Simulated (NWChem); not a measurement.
# UB3LYP/cc-pVDZ run of NH (imidogen)

Aim: the vertical ionisation energy of NH (imidogen) at UB3LYP/cc-pVDZ, from 2 runs. 

The results are computed with NWChem 7.3.0.

8 further runs of the same task are left out: 8 set aside as unsound or not needed.

### Step 1. The structure to begin with

The species is NH (2 atoms), meant as a triplet with charge 0. As SMILES, `[NH]`. The bond length is the measured one.

Bond lengths: N1–H2 1.036 Å.

### Step 2. The energy at UB3LYP/cc-pVDZ

File hn.nw:

```
start hn
memory stack 880 mb heap 220 mb global 1100 mb
geometry noautosym nocenter noautoz
  N     0.000000    0.000000    0.000000
  H     0.000000    0.000000    1.036210
end
basis "ao basis" spherical bse
  N library cc-pVDZ
  H library cc-pVDZ
end
dft
  xc b3lyp
  mult 3
  grid xcoarse
  convergence energy 1e-08
  maxiter 100
  mulliken
  print low
end
task dft energy
```

Started as:

```console
$ nwchem hn.nw > hn.out
```

Standard output (excerpt; [...] marks lines left out):

```text
[...]
 d= 0,ls=0.0,diis     1    -55.2019030723 -5.88D+01  1.22D-02  5.80D-02     0.1
[...]
 d= 0,ls=0.0,diis     8    -55.2230531975 -1.04D-09  1.19D-06  1.91D-10     0.3
[...]
         Total DFT energy =      -55.223053197497
      One electron energy =      -81.712513337844
           Coulomb energy =       30.120476093535
    Exchange-Corr. energy =       -7.205813284808
 Nuclear repulsion energy =        3.574797331620
[...]
      Total Density - Mulliken Population Analysis
     ---------------------------------------------
    Atom       Charge   Shell Charges
 -----------   ------   -------------------------------------------------------
    1 N    7     7.11   2.01  0.87  0.98  2.03  1.22  0.01
    2 H    1     0.89   0.73  0.11  0.05
[...]
      <S2> =      2.0047 (Exact =     2.0000)
[...]
```

Wall time 0.85 s (1 thread of Intel Xeon Platinum 8375C at 2.90GHz (Ice Lake), shared host); peak memory 0.1 GiB.

### Step 3. The doublet cation

File mol.nw:

```
start mol
title "HN B3LYP"
memory 2200 mb
charge 1
geometry noautosym nocenter noautoz
  N        0.000000       0.000000       0.000000
  H        0.000000       0.000000       1.036210
end
basis "ao basis" spherical bse
  * library cc-pVDZ
end
dft
  xc b3lyp
  mult 2
  grid xcoarse
  convergence energy 1e-08
  iterations 100
  mulliken
  print low
end
task dft
```

Started as:

```console
$ nwchem mol.nw > mol.out
```

Standard output (excerpt; [...] marks lines left out):

```text
[...]
 d= 0,ls=0.0,diis     1    -54.7036413355 -5.83D+01  1.13D-02  6.33D-02     0.1
[...]
 d= 0,ls=0.0,diis     8    -54.7266504736 -5.36D-11  3.19D-07  1.91D-12     0.4
[...]
         Total DFT energy =      -54.726650473606
      One electron energy =      -77.631263277191
           Coulomb energy =       26.122680644306
    Exchange-Corr. energy =       -6.792865172340
 Nuclear repulsion energy =        3.574797331620
[...]
      Total Density - Mulliken Population Analysis
     ---------------------------------------------
    Atom       Charge   Shell Charges
 -----------   ------   -------------------------------------------------------
    1 N    7     6.30   2.01  1.01  0.87  1.74  0.66  0.01
    2 H    1     0.70   0.65  0.00  0.05
[...]
      <S2> =      0.7520 (Exact =     0.7500)
[...]
```

Run time: 1 s. Hardware: 1 thread of Intel Xeon Platinum 8375C at 2.90GHz (Ice Lake), shared host; peak memory 0.1 GiB.

### Step 4. Results

Level: UB3LYP/cc-pVDZ.

| quantity | value |
| --- | --- |
| triplet NH: total energy | -55.22305 Eh |
| triplet NH: ⟨S²⟩ | 2.005 |
| doublet cation: total energy | -54.72665 Eh |
| doublet cation: ⟨S²⟩ | 0.752 |
| vertical ionisation energy (to the doublet cation) | 13.508 eV |

What this shows: The vertical ionisation energy comes to 13.51 eV (1303 kJ/mol).
